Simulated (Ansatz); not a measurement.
# C₃H₃Cl: how energies converge with the basis set

One table from this session's results is given with a row withheld; the runs are named, their logs left out.

Program: Ansatz 0.2.0, Gaussian basis. Level of theory: one geometry, several basis sets. These are calculated values, not measurements.

The runs, in order: PBE0-D4/def2-SVP; ωB97M-V/def2-SVP; PBE0-D4/def2-QZVPP; ωB97M-V/def2-QZVPP; the functionals' def2-TZVPP values are taken from earlier runs.

**The relaxed structure**

An earlier PBE0-D4 in a triple-zeta def2 set relaxation fixed the geometry.

SMILES `ClC1C=C1`, 7 atoms, charge 0, spin multiplicity 1.

Atoms are counted from 1 here; the program's logs count them from 0.

Bond lengths: Cl1–C2 1.799 Å, C2–C3 1.464 Å, C2–C4 1.464 Å, C2–H5 1.085 Å, C3–C4 1.296 Å, C3–H6 1.077 Å, C4–H7 1.077 Å. Angles: Cl1–C2–C3 119.8°, Cl1–C2–C4 119.8°, Cl1–C2–H5 107.8°, C3–C2–C4 52.5°, C3–C2–H5 124.0°, C4–C2–H5 124.0°, C2–C3–C4 63.7°, C2–C3–H6 145.7°, C4–C3–H6 150.4°, C2–C4–C3 63.7°, C2–C4–H7 145.7°, C3–C4–H7 150.5°.

Set-up of the first run:

in.yaml reads:

```yaml
crystal:
  periodic: [false, false, false]
  atoms:
    - {symbol: Cl, position_ang: [-2.034794, -0.503249, -0.535906]}
    - {symbol: C, position_ang: [-0.337578, 0.093716, -0.571569]}
    - {symbol: C, position_ang: [0.297324, 0.556522, 0.663966]}
    - {symbol: C, position_ang: [0.691462, -0.592108, 0.212459]}
    - {symbol: H, position_ang: [-0.161984, 0.537085, -1.546247]}
    - {symbol: H, position_ang: [0.321540, 1.324618, 1.418111]}
    - {symbol: H, position_ang: [1.285231, -1.484584, 0.313485]}
basis:
  gaussian: {orbitals: def2-SVP}
hamiltonian: {xc: pbe0, dispersion: d4}
output: {orbitals: {seedname: orbitals}}
```

Command:

```sh
> ansatz run in.yaml --threads 2 --pin off --events-out ev --progress --plain --max-ram 4352MiB
```

Among the steps run: PBE0-D4 in def2-SVP; ωB97M-V in def2-SVP; PBE0-D4 in def2-QZVPP; ωB97M-V in def2-QZVPP.

One of the session's tables, all rows but one given; the rest of the session is left out.

It belongs to the step «Density functionals: the series». 

| functional | basis | HOMO (eV) | LUMO (eV) |
| --- | --- | --- | --- |
| PBE0-D4 | def2-SVP | -7.64 | -0.32 |
| PBE0-D4 | def2-TZVPP | ? | ? |
| PBE0-D4 | def2-QZVPP | -7.88 | -0.61 |
| ωB97M-V | def2-SVP | -9.85 | 2.01 |
| ωB97M-V | def2-TZVPP | -10.07 | 1.66 |
| ωB97M-V | def2-QZVPP | -10.13 | 1.48 |

Estimate the missing values for PBE0-D4, def2-TZVPP.

The run gave: HOMO (eV): -7.83; LUMO (eV): -0.53. In the column «HOMO (eV)» it lies between PBE0-D4, def2-QZVPP (-7.88) and PBE0-D4, def2-SVP (-7.64).
